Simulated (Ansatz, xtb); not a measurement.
Molecule: C₃H₃ (charge 0, doublet). It need not be the lowest isomer of its formula. 
Geometry from a B3LYP-D3(BJ)/def2-TZVP (Ansatz, a quantum-chemistry and plane-wave program) optimisation:
```xyz
6

C      0.1102     0.0659     0.3263
C     -0.1374    -0.0523     1.5446
C      0.0300    -0.0005    -1.1193
H      0.0061     0.9982    -1.5605
H      0.8683    -0.5625    -1.5367
H     -0.8913    -0.5141    -1.4127
```
Charge 0, spin multiplicity 2.

Harmonic wavenumbers from GFN2-xTB (xtb, at its own minimum), cm⁻¹: 163, 163, 962, 962, 974, 1354, 1436, 1436, 2319, 3016, 3017, 3017.

Question: Give the harmonic wavenumbers at B3LYP-D3(BJ)/def2-TZVP (Ansatz, finite differences of forces, unscaled).

Answer: 118, 357, 851, 894, 970, 1391, 1448, 1460, 1562, 3018, 3073, 3087 cm⁻¹. Zero-point energy 26.1 kcal/mol.

Question: From these and the geometry, give the ideal-gas thermochemistry at 298.15 K and 1 atm (rigid rotor, harmonic oscillator).

Answer: Point group Cs, rotational symmetry number 1. Rotational constants 145.6, 9.524, 9.476 GHz. S(trans) 36.92, S(rot) 20.73, S(vib) 4.75, S(elec, spin only) 1.38, S 63.8 cal/(mol K). H(298) - H(0) 3.15 kcal/mol; G - E(el) 10.2 kcal/mol.
